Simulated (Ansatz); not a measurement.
# H6SSi: the cost of one run

Method: RKS r2SCAN/def2-TZVP, in Ansatz 0.2.0.

### 1 The starting structure

Bond lengths: Si1–H3 1.460 Å, Si1–H4 1.459 Å, Si1–H5 1.459 Å, Si1–S6 2.460 Å, S6–H7 1.400 Å. Angles: H3–Si1–H4 109.5°, H3–Si1–H5 109.5°, H3–Si1–S6 178.9°, H4–Si1–H5 109.5°, H4–Si1–S6 70.0°, H5–Si1–S6 70.0°, Si1–S6–H7 109.5°.

As a file:

```xyz
8

Si    0.0000    0.0000    0.0000
H     0.0000    0.0000    1.8100
H     1.3768    0.0000   -0.4862
H    -0.6877    1.1914   -0.4862
H    -0.6877   -1.1914   -0.4862
S    -2.3345    0.0000    0.7757
H    -3.0901   -0.8728   -0.0163
H    -0.9511    0.0000    1.8802
```

### 2 Pulling towards end A

Springs on the bonds that form and break draw the guess towards this end; the thresholds are loose.

input.yaml reads:

```yaml
crystal:
  periodic: [false, false, false]
  atoms:
    - { symbol: Si, position_ang: [0.0, 0.0, 0.0] }
    - { symbol: H, position_ang: [0.0, 0.0, 1.81] }
    - { symbol: H, position_ang: [1.3768, 0.0, -0.4862] }
    - { symbol: H, position_ang: [-0.6877, 1.1914, -0.4862] }
    - { symbol: H, position_ang: [-0.6877, -1.1914, -0.4862] }
    - { symbol: S, position_ang: [-2.3345, 0.0, 0.7757] }
    - { symbol: H, position_ang: [-3.0901, -0.8728, -0.0163] }
    - { symbol: H, position_ang: [-0.9511, 0.0, 1.8802] }
basis:
  gaussian: { orbitals: def2-TZVP }
hamiltonian:
  xc: r2scan
relax:
  f_tol: 0.15
  max_steps: 25
  restrain:
    - { distance: [0, 5], at: 3.36, k: 30.0 }
    - { distance: [7, 1], at: 1.86, k: 30.0 }
    - { distance: [0, 1], at: 1.46, k: 30.0 }
    - { distance: [7, 5], at: 1.4, k: 30.0 }
```

Started as:

```console
> ansatz run input.yaml --threads 4 --pin off --max-ram 5120MiB --backend cpu --events-out ev --progress --plain --runs-dir out
```

**Question.** How long does this run take on 4 threads of Arm Neoverse V1, shared host, and how much memory does it need?

About 17 s, with a peak of 0.18 GiB.
